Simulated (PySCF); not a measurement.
Species: C4H4OP (charge -1).
Atom-mapped SMILES: `[PH-:1][c:2]1[cH:3][cH:4][o:5][cH:6]1` (hydrogens: H7 on P1; H8 on C3; H9 on C4; H10 on C6)

Torsions of this conformer, `[PH-:1][c:2]1[cH:3][cH:4][o:5][cH:6]1`: H–P1–C2–C3 180°.

The closed-shell ground state was solved at several levels (PySCF, density fitting, gas phase, non-relativistic). The structure is a single PBE0-D3(BJ)/def2-SVP conformer in the gas phase; no vibrational or solvent corrections. The geometry's basis has no diffuse functions, a weakness for an anion. The HOMO energy is positive, so at this level the finite basis confines the outermost electrons. No diffuse functions stand in pcSseg-1 and pcSseg-2, which bears on an anion's orbital energies.

| level | basis functions | total energy (Eh) | HOMO (eV) | LUMO (eV) | gap (eV) |
| --- | --- | --- | --- | --- | --- |
| PBE/pcSseg-2 | 279 | -571.0660 | 1.50 | 3.66 | 2.16 |
| B3LYP/def2-SVPD | 159 | -571.1409 | 1.00 | 4.01 | 3.01 |

Task: What might PBE0/pcSseg-1 (129 basis functions) give for the same quantities?

Result: Total energy -570.9490 Eh, HOMO 0.92 eV, LUMO 4.87 eV, gap 3.95 eV.

Task: Over all these levels, which gives the widest orbital gap and which the narrowest?

Result: PBE0/pcSseg-1 (global hybrid, 25 % exact exchange) has the widest, 3.95 eV, and PBE/pcSseg-2 (GGA) the narrowest, 2.16 eV. Functional and basis both differ between the two, so the spread mixes both effects.
